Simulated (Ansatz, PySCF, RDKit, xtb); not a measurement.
**C2H6B−: a search for the lowest isomer**

Only the formula C2H6B− is given (charge -1). Aim: find the structure of lowest free energy at 1000 K, then its properties.

Plan: many cheap relaxations first (GFN2-xTB), then density-functional screening, relaxation at PBE0-D3(BJ)/def2-SVPD, vibrations and a final energy. The numbers are computed, not measured.

8 further runs of the same task are left out: 8 set aside as unsound or not needed.

## Step 1: Candidates

All bonding patterns within simple valence rules are listed by program: one Lewis structure each, at most two rings and one unusual centre or charged pair. O–O, O–halogen and N–halogen bonds and N–N–N chains are not drawn. That gives 12 candidates.

| label | SMILES | spin |
| --- | --- | --- |
| c123 | [CH][BH2-]C | triplet |
| c151 | [BH3-]C[CH] | singlet |
| c191 | [CH2+][BH2-][CH2-] | singlet |
| c252 | [BH2-]1CC1 | singlet |
| c362 | [BH3-][C]C | triplet |
| c610 | [CH][BH2-]C | singlet |
| c639 | BC[CH2-] | singlet |
| c688 | C=[BH-]C | singlet |
| c717 | [BH3-][C]C | singlet |
| c728 | [BH3-]C=C | singlet |
| c880 | [BH3-]C[CH] | triplet |
| c932 | [BH2-]=CC | singlet |

Candidates are built by distance geometry, with a force field where one applies, in up to four conformers (letters a to d).

## Step 2: Search with GFN2-xTB

All 15 starts are relaxed the same way. One of them, c362a (enumerated, embedded by distance geometry and UFF), in full:

The input, start.xyz:

```xyz
9
c362a
C     -0.717795    -1.151300     0.308964
C     -0.779953     0.317589     0.708801
B     -2.139548    -1.843701     0.318480
H     -2.025429    -2.977327     0.024925
H     -2.836492    -1.299120    -0.539013
H     -2.714317    -1.783618     1.392596
H     -1.336847     0.832147    -0.036832
H      0.241642     0.766899     0.720586
H     -1.271958     0.434806     1.704517
```

Run with:

```
xtb start.xyz --gfn 2 --opt --chrg -1 --uhf 2
```

Output, cut to the lines that bear on the results:

```text
* xtb version 6.7.1
[...]
          :  # basis functions                  18          :
[...]
          :  # electrons                        18          :
[...]
          :  Hamiltonian                  GFN2-xTB          :
[...]
          :  net charge                         -1          :
          :  unpaired electrons                  2          :
[...]
   *** convergence criteria satisfied after 12 iterations ***
[...]
   *** GEOMETRY OPTIMIZATION CONVERGED AFTER 8 ITERATIONS ***
[...]
   *** convergence criteria satisfied after 3 iterations ***
[...]
         ::                     SUMMARY                     ::
         :::::::::::::::::::::::::::::::::::::::::::::::::::::
         :: total energy              -8.576682792563 Eh    ::
         :: gradient norm              0.000724131760 Eh/a0 ::
         :: HOMO-LUMO gap              9.530607055375 eV    ::
         ::.................................................::
         :: SCC energy                -8.672881796661 Eh    ::
         :: -> isotropic ES            0.155458019990 Eh    ::
         :: -> anisotropic ES          0.019173498207 Eh    ::
         :: -> anisotropic XC          0.004453450022 Eh    ::
         :: -> dispersion             -0.005564985040 Eh    ::
         :: repulsion energy           0.096199004098 Eh    ::
         :: add. restraining           0.000000000000 Eh    ::
         :: total charge              -1.000000000000 e     ::
         :::::::::::::::::::::::::::::::::::::::::::::::::::::
[...]
        10        1.0000           -0.0400370              -1.0895 (HOMO)
        11                          0.3102064               8.4411 (LUMO)
[...]
     #   Z          covCN         q      C6AA      α(0)
     1   6          1.878    -0.277    39.556    10.158
     2   6          3.744    -0.033    21.232     6.573
     3   5          3.605     0.213    18.599     7.066
     4   1          0.910    -0.267    17.570     6.557
     5   1          0.898    -0.266    17.435     6.534
     6   1          0.898    -0.266    17.442     6.535
     7   1          0.922    -0.035     3.733     3.022
     8   1          0.922    -0.036     3.768     3.036
     9   1          0.921    -0.035     3.733     3.022
[...]
     #   Z sym  total        # sym  WBO       # sym  WBO       # sym  WBO
 ---------------------------------------------------------------------------
     1   6      2.300 --     2      1.076     3      0.977
     2   6      3.975 --     1      1.076     8      0.968     7      0.955
                             9      0.955
     3   5      3.603 --     1      0.977     4      0.897     6      0.852
                             5      0.852
     4   1      0.928 --     3      0.897
     5   1      0.925 --     3      0.852
     6   1      0.925 --     3      0.852
     7   1      0.997 --     2      0.955
     8   1      0.998 --     2      0.968
     9   1      0.997 --     2      0.955
 ---------------------------------------------------------------------------
[...]
molecular dipole:
                 x           y           z       tot (Debye)
 q only:        3.655       2.867      -0.682
   full:        3.564       3.279      -0.576      12.396
molecular quadrupole (traceless):
[...]
          | TOTAL ENERGY               -8.576682792563 Eh   |
          | GRADIENT NORM               0.000724131760 Eh/α |
          | HOMO-LUMO GAP               9.530607055375 eV   |
           -------------------------------------------------
[...]
```

Wall time 0.055 s (2 threads of Arm Neoverse N1, shared host).

## Step 3: Distinct minima at GFN2-xTB

15 of the 15 relaxations converged; 6 ended on a minimum already found. 9 distinct structures remain:

```csv
label,start,SMILES after,spin,energy (kcal/mol),note
c728a,drawn,[BH3-]C=C,singlet,0.0,
c191a,drawn,[BH2-]1CC1,singlet,0.0,bonds changed
c717a,drawn,[BH2-]=CC,singlet,9.4,bonds changed
c932a,drawn,[BH2-]=CC,singlet,11.1,
c688a,drawn,C=[BH-]C,singlet,14.2,
c151a,drawn,[BH3-]C[CH],singlet,45.2,
c362a,drawn,[BH3-][C]C,triplet,87.1,
c880a,drawn,[BH3-]C[CH],triplet,91.7,
c123a,drawn,[CH][BH2-]C,triplet,98.0,
```

GFN2-xTB has no spin polarisation, so it can't rank spin states and is rough for open shells.

## Step 4: Screening with a density functional

A choice of the minima (the low ones first, few conformers of a pattern, up to a cap) and the lowest that fell apart get a single point at r2SCAN-D4/def2-SVPD on the tight-binding geometry, and one at HF/STO-3G for comparison. The lowest singlets are also tried as triplets at the same geometry (label ending in t). The first, c728a:

The input, input.yaml:

```yaml
crystal:
  periodic: [false, false, false]
  atoms:
    - {symbol: C, position_ang: [-1.041392, -0.912135, 1.115583]}
    - {symbol: C, position_ang: [0.092820, -0.365293, 1.528593]}
    - {symbol: B, position_ang: [-2.164002, -1.653747, 2.018873]}
    - {symbol: H, position_ang: [-1.668382, -2.612198, 2.602313]}
    - {symbol: H, position_ang: [-2.612940, -0.872878, 2.850893]}
    - {symbol: H, position_ang: [-3.085051, -2.052731, 1.309413]}
    - {symbol: H, position_ang: [-1.222839, -0.845590, 0.035136]}
    - {symbol: H, position_ang: [0.819448, 0.124412, 0.873286]}
    - {symbol: H, position_ang: [0.373682, -0.373902, 2.575095]}
basis:
  gaussian: {orbitals: def2-SVPD}
total_charge: -1
hamiltonian: {xc: {name: r2SCAN}, dispersion: d4}
scf: {lower_state_search: "off"}
output: {orbitals: {seedname: orbitals}}
```

Run with:

```
ansatz run input.yaml --threads 2 --pin off --max-ram 4350MiB --events-out events.jsonl --progress --plain --runs-dir runs
```

Output, cut to the lines that bear on the results:

```text
Warning: RAYON_NUM_THREADS=2 ignored (pool sized by the plan → 2); use --threads N
Functional definition: r2SCAN
  name "r2SCAN"
[...]
881 factors; their error is unknown
[...]
mean field -2843.84881706 eV, -104.5095163972 hartree, gradient 7.5e-6 eV, S^2 0.000000; 0 other end points of the search recorded, 0 dependent functions left out
reference -2843.84883113 eV, -104.5095169140 hartree; 12, 12 occupied and 96, 96 virtual orbitals, 881 factors
Total energy: -2843.88614724 eV, -104.5108882559 hartree
Checks for a lower state left out: stability, starts, cluster_reference, orbital_swaps, neighbouring_geometries, increment
```

Wall time 2.4 s (2 threads of Arm Neoverse N1, shared host).

Relative energies in kcal/mol, each column from its lowest structure that stays in one piece:

```
 label      SMILES     spin  GFN2-xTB  HF/STO-3G  r2SCAN-D4/def2-SVPD
 c688a    C=[BH-]C  singlet      14.2       17.6                  0.0
 c191a  [BH2-]1CC1  singlet       0.0        0.0                  2.5
 c728a   [BH3-]C=C  singlet       0.0        9.8                  4.1
 c717a   [BH2-]=CC  singlet       9.4       21.6                  5.6
 c932a   [BH2-]=CC  singlet      11.1       23.6                  7.9
c688at    C=[BH-]C  triplet         –          –                 75.2
c728at   [BH3-]C=C  triplet         –          –                 95.9
c191at  [BH2-]1CC1  triplet         –          –                105.2
```

## Step 5: Relaxing the best candidates

5 candidates are relaxed at PBE0-D3(BJ)/def2-SVPD (chosen among the lowest in one piece). The first, c688a:

The input, input.yaml:

```yaml
crystal:
  periodic: [false, false, false]
  atoms:
    - {symbol: C, position_ang: [-2.246598, -1.673538, 2.489256]}
    - {symbol: C, position_ang: [-0.364612, -0.311217, 1.122023]}
    - {symbol: B, position_ang: [-1.214358, -1.661219, 1.494561]}
    - {symbol: H, position_ang: [-2.836178, -2.556566, 2.766621]}
    - {symbol: H, position_ang: [-2.561938, -0.805370, 3.081420]}
    - {symbol: H, position_ang: [-0.909238, -2.658992, 0.865639]}
    - {symbol: H, position_ang: [-1.010183, 0.503632, 0.774767]}
    - {symbol: H, position_ang: [0.376224, -0.478275, 0.330505]}
    - {symbol: H, position_ang: [0.186522, 0.083418, 1.983583]}
basis:
  gaussian:
    orbitals: def2-SVPD
total_charge: -1
hamiltonian:
  xc: pbe0
  dispersion: d3bj
scf:
  lower_state_search: off
relax:
  f_tol: 0.003
```

Run with:

```
ansatz run input.yaml --threads 2 --pin off --max-ram 4350MiB --events-out events.jsonl --progress --plain --runs-dir runs
```

Output, cut to the lines that bear on the results:

```text
Warning: RAYON_NUM_THREADS=2 ignored (pool sized by the plan → 2); use --threads N
[...]
Functional definition: PBE0
  name "PBE0"
[...]
881 factors; their error is unknown
[...]
mean field -2842.28938132 eV, -104.4522081904 hartree, gradient 1.6e-6 eV, S^2 0.000000; 0 other end points of the search recorded, 0 dependent functions left out
[...]
reference -2842.28941417 eV, -104.4522093980 hartree; 12, 12 occupied and 96, 96 virtual orbitals, 881 factors
relax step   1: F+E_penalty+E_count = -2842.39402463 eV  Δ(F+E_penalty+E_count) = +0.000e0 eV  max|allowed force component| = 7.380e-1 eV/Å  Δτ_max = 0.0000 Å  (14 SCF iters, accepted)
[...]
relax step   5: F+E_penalty+E_count = -2842.42379665 eV  Δ(F+E_penalty+E_count) = -8.630e-4 eV  max|allowed force component| = 1.284e-2 eV/Å  Δτ_max = 0.0268 Å  (19 SCF iters, accepted)
[...]
Atom 0 at    -2.363870    -1.658290     2.373039 Å, force     0.000347     0.000473    -0.000151 eV/Å
Atom 1 at    -0.349103    -0.312702     1.147677 Å, force     0.000331     0.001632    -0.000114 eV/Å
Atom 2 at    -1.107417    -1.653223     1.634758 Å, force    -0.000745    -0.001981     0.000559 eV/Å
Atom 3 at    -2.882153    -2.569930     2.705836 Å, force    -0.000352    -0.000187     0.000206 eV/Å
Atom 4 at    -2.896671    -0.734594     2.657400 Å, force     0.000074    -0.000098    -0.000132 eV/Å
Atom 5 at    -0.539013    -2.716209     1.333890 Å, force    -0.000065     0.000052    -0.000022 eV/Å
Atom 6 at    -0.894258     0.603783     1.439360 Å, force     0.000380    -0.000417    -0.000216 eV/Å
Atom 7 at    -0.220532    -0.282122     0.047765 Å, force     0.000000     0.000258    -0.000061 eV/Å
Atom 8 at     0.672660    -0.234838     1.568650 Å, force     0.000030     0.000270    -0.000070 eV/Å
Dipole moment:     0.259555     0.455250    -0.166585 e Å
Checks for a lower state left out: stability, starts, cluster_reference, orbital_swaps, neighbouring_geometries, increment
```

It took 34 s on 2 threads of Arm Neoverse N1, shared host.

Energy change by step (eV): 0.0000, -0.0255, -0.0289, -0.0282, -0.0298, -0.0323, -0.0376, -0.0467, -0.0420, -0.0653, -0.0820, -0.0935, -0.0958, -0.1062, -0.1094, -0.1095, -0.1096, -0.1096.

After the run. Bond lengths: C1–B3 1.457 Å, C2–B3 1.615 Å, C1–H4 1.100 Å, C1–H5 1.104 Å, B3–H6 1.242 Å, C2–H7 1.106 Å, C2–H8 1.108 Å, C2–H9 1.108 Å. Some angles: C1–B3–C2 124.1°, C1–B3–H6 120.9°, C2–B3–H6 115.0°, B3–C1–H4 124.2°, B3–C1–H5 122.9°, B3–C2–H7 112.1°, B3–C2–H8 112.1°, B3–C2–H9 112.1°, H4–C1–H5 112.8°, H7–C2–H8 107.2°.

## Step 6: The relaxed candidates

```
label     spin  r2SCAN-D4/def2-SVPD (kcal/mol)  PBE0-D3(BJ)/def2-SVPD, relaxed (kcal/mol)   time                   note
c688a  singlet                             0.0                                        0.0   34 s                       
c191a  singlet                             2.5                                        2.8   11 s                       
c728a  singlet                             4.1                                        3.7   29 s                       
c932a  singlet                             7.9                                        7.5   23 s  same minimum as c717a
c717a  singlet                             5.6                                        7.5  9.6 s
```

c688a: Bond lengths: C1–B3 1.457 Å, C2–B3 1.615 Å, C1–H4 1.100 Å, C1–H5 1.104 Å, B3–H6 1.242 Å, C2–H7 1.106 Å, C2–H8 1.108 Å, C2–H9 1.108 Å. Some angles: C1–B3–C2 124.1°, C1–B3–H6 120.9°, C2–B3–H6 115.0°, B3–C1–H4 124.2°, B3–C1–H5 122.9°, B3–C2–H7 112.1°, B3–C2–H8 112.1°, B3–C2–H9 112.1°, H4–C1–H5 112.8°, H7–C2–H8 107.2°.

c191a: Bond lengths: C1–C2 1.524 Å, C1–B3 1.610 Å, C2–B3 1.610 Å, C1–H4 1.099 Å, C1–H5 1.099 Å, B3–H6 1.234 Å, B3–H7 1.234 Å, C2–H8 1.099 Å, C2–H9 1.099 Å. Some angles: C1–C2–B3 61.8°, C2–C1–B3 61.8°, C1–B3–C2 56.5°, C1–C2–H8 116.5°, C1–C2–H9 116.5°, B3–C2–H8 120.9°, B3–C2–H9 120.9°, C2–C1–H4 116.5°, C2–C1–H5 116.5°, B3–C1–H4 120.9°.

c728a: Bond lengths: C1–C2 1.346 Å, C1–B3 1.606 Å, B3–H4 1.246 Å, B3–H5 1.250 Å, B3–H6 1.250 Å, C1–H7 1.107 Å, C2–H8 1.099 Å, C2–H9 1.097 Å. Some angles: C2–C1–B3 129.2°, C1–C2–H8 123.1°, C1–C2–H9 120.7°, C2–C1–H7 114.0°, B3–C1–H7 116.8°, C1–B3–H4 111.6°, C1–B3–H5 109.5°, C1–B3–H6 109.5°, H8–C2–H9 116.2°, H4–B3–H5 109.7°.

c932a: Bond lengths: C1–C2 1.507 Å, C1–B3 1.455 Å, B3–H4 1.239 Å, B3–H5 1.234 Å, C1–H6 1.105 Å, C2–H7 1.104 Å, C2–H8 1.113 Å, C2–H9 1.113 Å. Some angles: C2–C1–B3 126.3°, C1–C2–H7 110.4°, C1–C2–H8 113.9°, C1–C2–H9 113.9°, C2–C1–H6 113.3°, B3–C1–H6 120.4°, C1–B3–H4 121.4°, C1–B3–H5 122.5°, H7–C2–H8 106.6°, H7–C2–H9 106.6°.

## Step 7: Vibrations and thermal terms

The lowest few in one piece go on as finalists. Harmonic vibrations at PBE0-D3(BJ)/def2-SVPD test each finalist and give the zero-point energy and the thermal terms. The first, c688a:

The input, input.yaml:

```yaml
crystal:
  periodic: [false, false, false]
  atoms:
    - {symbol: C, position_ang: [-2.363870, -1.658290, 2.373039]}
    - {symbol: C, position_ang: [-0.349103, -0.312702, 1.147677]}
    - {symbol: B, position_ang: [-1.107417, -1.653223, 1.634758]}
    - {symbol: H, position_ang: [-2.882153, -2.569930, 2.705836]}
    - {symbol: H, position_ang: [-2.896671, -0.734594, 2.657400]}
    - {symbol: H, position_ang: [-0.539013, -2.716209, 1.333890]}
    - {symbol: H, position_ang: [-0.894258, 0.603783, 1.439360]}
    - {symbol: H, position_ang: [-0.220532, -0.282122, 0.047765]}
    - {symbol: H, position_ang: [0.672660, -0.234838, 1.568650]}
basis:
  gaussian:
    orbitals: def2-SVPD
hamiltonian:
  xc: pbe0
  dispersion: d3bj
phonons: {}
total_charge: -1
scf:
  lower_state_search: off
```

Run with:

```
ansatz run input.yaml --threads 2 --pin off --max-ram 4350MiB --events-out events.jsonl --progress --plain --runs-dir runs
```

Output, cut to the lines that bear on the results:

```text
Warning: RAYON_NUM_THREADS=2 ignored (pool sized by the plan → 2); use --threads N
[... 2 set-up lines as earlier in the session ...]
[...]
881 factors; their error is unknown
[...]
mean field -2842.39924323 eV, -104.4562455412 hartree, gradient 1.1e-6 eV, S^2 0.000000; 0 other end points of the search recorded, 0 dependent functions left out
[...]
reference -2842.39927632 eV, -104.4562467573 hartree; 12, 12 occupied and 96, 96 virtual orbitals, 881 factors
[...]
881 factors; their error is unknown
mean field -2842.39907952 eV, -104.4562395250 hartree, gradient 9.6e-7 eV, S^2 0.000000; 0 other end points of the search recorded, 0 dependent functions left out
[...]
reference -2842.39911261 eV, -104.4562407410 hartree; 12, 12 occupied and 96, 96 virtual orbitals, 881 factors
[...]
881 factors; their error is unknown
[...]
Atom 2 at    -1.107417    -1.653223     1.634758 Å, force    -0.000712    -0.001998     0.000532 eV/Å
Atom 3 at    -2.882153    -2.569930     2.705836 Å, force    -0.000353    -0.000198     0.000220 eV/Å
Atom 4 at    -2.896671    -0.734594     2.657400 Å, force     0.000083    -0.000075    -0.000143 eV/Å
Atom 5 at    -0.539013    -2.716209     1.333890 Å, force    -0.000094     0.000091    -0.000023 eV/Å
Atom 6 at    -0.894258     0.603783     1.439360 Å, force     0.000311    -0.000491    -0.000205 eV/Å
Atom 7 at    -0.220532    -0.282122     0.047765 Å, force     0.000001     0.000244    -0.000078 eV/Å
Atom 8 at     0.672660    -0.234838     1.568650 Å, force     0.000025     0.000255    -0.000084 eV/Å
Dipole moment:     0.259554     0.455251    -0.166586 e Å
Vibrations: 192.56 323.36 493.25 700.39 720.61 769.94 821.29 885.32 981.80 1046.43 1236.62 1305.24 1426.65 1428.94 1479.32 2333.18 2970.73 3028.75 3043.11 3060.10 3110.31 cm⁻¹, zero-point energy 1.943942 eV
Checks for a lower state left out: stability, starts, cluster_reference, orbital_swaps, neighbouring_geometries, increment
```

Run time: 84 s. Hardware: 2 threads of Arm Neoverse N1, shared host.

## Step 8: Zero-point energy and free-energy terms

At 1000 K and 1 atm, ideal gas, rigid rotor and harmonic oscillator:

| label | SMILES | spin | point group | lowest mode (cm⁻¹) | zero-point (kcal/mol) | G − E (kcal/mol) |
| --- | --- | --- | --- | --- | --- | --- |
| c688a | C=[BH-]C | singlet | Cs | 193 | 44.8 | -29.2 |
| c191a | [BH2-]1CC1 | singlet | C2v | 511 | 45.1 | -23.8 |
| c728a | [BH3-]C=C | singlet | Cs | 197 | 43.3 | -30.0 |
| c717a | [BH2-]=CC | singlet | Cs | 209 | 44.5 | -28.5 |

## Step 9: Last filter: a higher level

Each finalist gets a single point at CCSD(T)/def2-SVPD + MP2/def2-TZVPPD - MP2/def2-SVPD.

c688a, CCSD(T)/def2-SVPD:

The input, input.yaml:

```yaml
crystal:
  periodic: [false, false, false]
  atoms:
    - symbol: C
      position_ang: [-2.363870, -1.658290, 2.373039]
    - symbol: C
      position_ang: [-0.349103, -0.312702, 1.147677]
    - symbol: B
      position_ang: [-1.107417, -1.653223, 1.634758]
    - symbol: H
      position_ang: [-2.882153, -2.569930, 2.705836]
    - symbol: H
      position_ang: [-2.896671, -0.734594, 2.657400]
    - symbol: H
      position_ang: [-0.539013, -2.716209, 1.333890]
    - symbol: H
      position_ang: [-0.894258, 0.603783, 1.439360]
    - symbol: H
      position_ang: [-0.220532, -0.282122, 0.047765]
    - symbol: H
      position_ang: [0.672660, -0.234838, 1.568650]
basis:
  gaussian:
    orbitals: def2-SVPD
total_charge: -1
correlation:
  method: ccsd_t
  frozen_orbitals: {H: 0, B: 1, C: 1}
```

Run with:

```
ansatz run input.yaml --threads 2 --pin off --max-ram 4350MiB --events-out events.jsonl --progress --plain --runs-dir runs
```

Output, cut to the lines that bear on the results:

```text
Warning: RAYON_NUM_THREADS=2 ignored (pool sized by the plan → 2); use --threads N
Functional definition: HF
  name "HF"
[...]
1077 factors; integrals over basis functions are off by at most 1.2e-3 eV
[...]
mean field -2824.67840665 eV, -103.8050168085 hartree, gradient 9.8e-7 eV, S^2 0.000000; 0 other end points of the search recorded, 0 dependent functions left out
3 core orbitals not correlated: weight in the atoms' cores, before any rotation towards them, 1.000 or more for the frozen orbitals, at most 0.000 for the correlated occupied ones
reference -2824.67840665 eV, -103.8050168085 hartree; 9, 9 occupied and 96, 96 virtual orbitals, 1077 factors
second order -11.32075911 eV of doubles, -0.00000000 eV of singles
cycle   1  -12.05371741 eV  change   -7.3e-1 eV  update   7.8e-2
[...]
cycle   9  -12.44858190 eV  change    1.0e-5 eV  update   1.9e-5
perturbative correction -0.46534031 eV, -0.0171009411 hartree
Total energy: -2837.59232886 eV, -104.2795946963 hartree
```

Run time: 8.4 s. Hardware: 2 threads of Arm Neoverse N1, shared host; peak memory 0.51 GiB.

## Step 10: c688a at MP2/def2-TZVPPD

input.yaml: that of step 9 with these lines changed.

```diff
@@ -23,6 +23,6 @@
   gaussian:
-    orbitals: def2-SVPD
+    orbitals: def2-TZVPPD.json
 total_charge: -1
 correlation:
-  method: ccsd_t
+  method: mp2
   frozen_orbitals: {H: 0, B: 1, C: 1}
```

The basis set def2-TZVPPD is read from a file made from the Basis Set Exchange's data (not shown).

Run with:

```
ansatz run input.yaml --threads 2 --pin off --max-ram 4350MiB --events-out events.jsonl --progress --plain --runs-dir runs
```

Output:

```text
Warning: RAYON_NUM_THREADS=2 ignored (pool sized by the plan → 2); use --threads N
[... 2 set-up lines as earlier in the session ...]
  exchange = exact_x
  correlation = 0
1208 factors; integrals over basis functions are off by at most 9.3e-4 eV
mean field evaluation 1: about -2825.5782 eV, gradient 2.5e1 eV
mean field evaluation 2: about -2825.5786 eV, gradient 2.5e1 eV
mean field evaluation 4: about -2827.6875 eV, gradient 3.4e0 eV
mean field evaluation 8: about -2827.7371 eV, gradient 5.3e-4 eV
mean field -2827.73712985 eV, -103.9174228131 hartree, gradient 2.4e-6 eV, S^2 0.000000; 0 other end points of the search recorded, 0 dependent functions left out
3 core orbitals not correlated: weight in the atoms' cores, before any rotation towards them, 1.000 or more for the frozen orbitals, at most 0.000 for the correlated occupied ones
reference -2827.73712985 eV, -103.9174228131 hartree; 9, 9 occupied and 201, 201 virtual orbitals, 1208 factors
second order -13.19771811 eV of doubles, -0.00000000 eV of singles
Total energy: -2840.93484797 eV, -104.4024300080 hartree
```

Wall time 4.5 s (2 threads of Arm Neoverse N1, shared host).

[end of part 1 of 2]
